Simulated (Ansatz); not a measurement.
**BHCl₂: one species, many methods**

Aim: compute BHCl₂ with functionals from several rungs and with coupled cluster. The yardstick is the atomisation energy at the CCSD(T) limit.

Method: functionals in def2-TZVPP, the program's frozen cores in correlated methods; program: Ansatz 0.2.0, Gaussian basis.

Levels to be run: LDA (SPW92), PBE-D4, revPBE-D4, BLYP-D4, r2SCAN-D4, B97M-V, PBE0-D4, B3LYP-D4, r2SCANh-D4, r2SCAN0-D4, HSE06-D4, BHLYP-D4, CAM-B3LYP-D4, LC-ωPBE, ωB97X-V, ωB97M-V, B2PLYP, PBE-QIDH; CCSD(T)/def2-SVP; CCSD(T)/def2-TZVPP; CCSD(T)/def2-QZVPP; extrapolation to the limit; RPA on PBE.

**1. The relaxed structure**

All runs share one geometry, relaxed beforehand with PBE0-D4 in a triple-zeta def2 set.

SMILES `ClBCl`, 4 atoms, charge 0, spin multiplicity 1.

Atoms are counted from 1 here; the program's logs count them from 0.

Bond lengths: Cl1–B2 1.734 Å, B2–Cl3 1.734 Å, B2–H4 1.187 Å. Angles: Cl1–B2–Cl3 120.7°, Cl1–B2–H4 119.7°, Cl3–B2–H4 119.7°.

**2. LDA**

This LDA is Slater exchange with PW92 correlation.

in.yaml

```yaml
crystal:
  periodic: [false, false, false]
  atoms:
    - {symbol: Cl, position_ang: [-1.520740, -0.680178, -0.004176]}
    - {symbol: B, position_ang: [0.026401, 0.100158, -0.068738]}
    - {symbol: Cl, position_ang: [1.410714, -0.614525, 0.692605]}
    - {symbol: H, position_ang: [0.139025, 1.134246, -0.639991]}
basis:
  gaussian: {orbitals: def2-TZVPP}
hamiltonian: {xc: lda}
output: {orbitals: {seedname: orbitals}}
```

Run with:

```
$ ansatz run in.yaml --threads 2 --pin off --events-out ev --progress --plain --max-ram 32768MiB --backend cpu
```

Further steps of the session: PBE-D4 (GGA); revPBE-D4 (GGA); BLYP-D4 (GGA); r2SCAN-D4 (meta-GGA); B97M-V (meta-GGA); B3LYP-D4 (hybrid); r2SCANh-D4 (hybrid); r2SCAN0-D4 (hybrid); HSE06-D4 (hybrid); BHLYP-D4 (hybrid); CAM-B3LYP-D4 (range-separated); LC-ωPBE (range-separated); ωB97X-V (range-separated); ωB97M-V (range-separated); B2PLYP (double hybrid); PBE-QIDH (double hybrid); CCSD(T) in def2-SVP; CCSD(T) in def2-TZVPP; CCSD(T) in def2-QZVPP; RPA on PBE orbitals.

Q: Predict the results of all the runs planned. Wanted: atomisation energy, CCSD(T)/CBS; farthest beyond LDA; mean size of error, GGA; mean size of error, meta-GGA; mean size of error, hybrid; mean size of error, range-separated; mean size of error, double hybrid; gap, smallest and largest; T1 diagnostic.

As calculated:

```
                               quantity                                      value
        atomisation energy, CCSD(T)/CBS                             312.6 kcal/mol
functionals within 1.6 kcal/mol (0.5 %)            B3LYP-D4, CAM-B3LYP-D4, LC-ωPBE
                    farthest beyond LDA                    PBE-D4 (+10.7 kcal/mol)
                mean size of error, GGA                               4.9 kcal/mol
           mean size of error, meta-GGA                               8.1 kcal/mol
             mean size of error, hybrid                               4.7 kcal/mol
    mean size of error, range-separated                               2.0 kcal/mol
      mean size of error, double hybrid                               3.2 kcal/mol
              gap, smallest and largest  4.97 eV (LDA (SPW92)), 12.65 eV (LC-ωPBE)
                          T1 diagnostic                                     0.0117
triples share of the correlation energy                                      4.2 %
```

**Reading.** LDA overbinds by 48.3 kcal/mol (15 %). PBE-D4 is off by +10.7 kcal/mol. Double hybrids carry the basis error of their MP2 part in triple zeta, and no dispersion term here, so their miss is partly the set-up's. Taken by rung, range-separated functionals do best (2.0 kcal/mol on average) and meta-GGA ones worst beyond LDA (8.1 kcal/mol). Misses under about 1.6 kcal/mol are within the doubt on the reference itself, which lacks core-valence correlation, relativity and higher excitations. Hartree-Fock recovers 78 % of the binding; the rest is correlation. CCSD(T) in def2-SVP is off by -12.6 kcal/mol, so the small basis spoils what the method gains. The gap grows from 5.0 to 12.6 eV across the functionals, mostly with the share of exact exchange.
